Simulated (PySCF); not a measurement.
Molfile (atoms numbered from 1):
```
C4H3N
     RDKit          3D

  8  8  0  0  0  0  0  0  0  0999 V2000
    2.5248   -0.4432   -0.7306 N   0  0  0  0  0  0  0  0  0  0  0  0
    1.4987   -0.3317   -0.2042 C   0  0  0  0  0  0  0  0  0  0  0  0
    0.2160   -0.1961    0.4627 C   0  0  0  0  0  0  0  0  0  0  0  0
   -0.7473    0.8835    0.0495 C   0  0  0  0  0  0  0  0  0  0  0  0
   -1.0645   -0.3140   -0.3191 C   0  0  0  0  0  0  0  0  0  0  0  0
    0.2535   -0.5290    1.5112 H   0  0  0  0  0  0  0  0  0  0  0  0
   -0.9326    1.9526    0.0974 H   0  0  0  0  0  0  0  0  0  0  0  0
   -1.7201   -1.0215   -0.8185 H   0  0  0  0  0  0  0  0  0  0  0  0
  1  2  3  0
  2  3  1  0
  3  4  1  0
  4  5  2  0
  5  3  1  0
  3  6  1  0
  4  7  1  0
  5  8  1  0
M  END
```

[PySCF 2.14.0 with density-fitted response routines: shieldings: GIAO B97-2/pcSseg-2; structure optimised with PBE0-D3(BJ)/def2-SVP; equivalent nuclei averaged; single conformer; non-relativistic Hamiltonian; in vacuum]

Referencing at the same level of theory: 13C (σref 183.46), 1H (σref 31.36) vs TMS; 15N (σref 259.60) vs NH3.

| atoms | nucleus | count | δ (ppm) |
| --- | --- | --- | --- |
| N1 | 15N | 1 | 275.4 |
| C4/C5 | 13C | 2 | ? |
| H6 | 1H | 1 | 2.02 |
| C3 | 13C | 1 | 4.5 |
| C2 | 13C | 1 | ? |
| H7/H8 | 1H | 2 | 7.09 |

**Question.** Complete the table.

**Answer.** 
- C2: 128.3 ppm, nitrile carbon; C≡N carbons fall here, among the sp2 signals but without a proton
- C4/C5: 113.9 ppm, alkene CH; the olefinic region

Shifts are as computed. Against solution values, carbons near 30 ppm lie about +4 ppm off and those near 130 ppm about +7 ppm. Of 1211 compounds with measured shifts, 218 miss one by over three times the rms of a fit or turn the order of signals round; such compounds aren't used in these exercises. Experimental scales use liquid or dissolved standards, which lie at an offset from isolated NH3 (liquid NH3: subtract about 20 ppm). Unscaled 15N shifts of sp2 nitrogen come out 20 to 40 ppm too high even then.
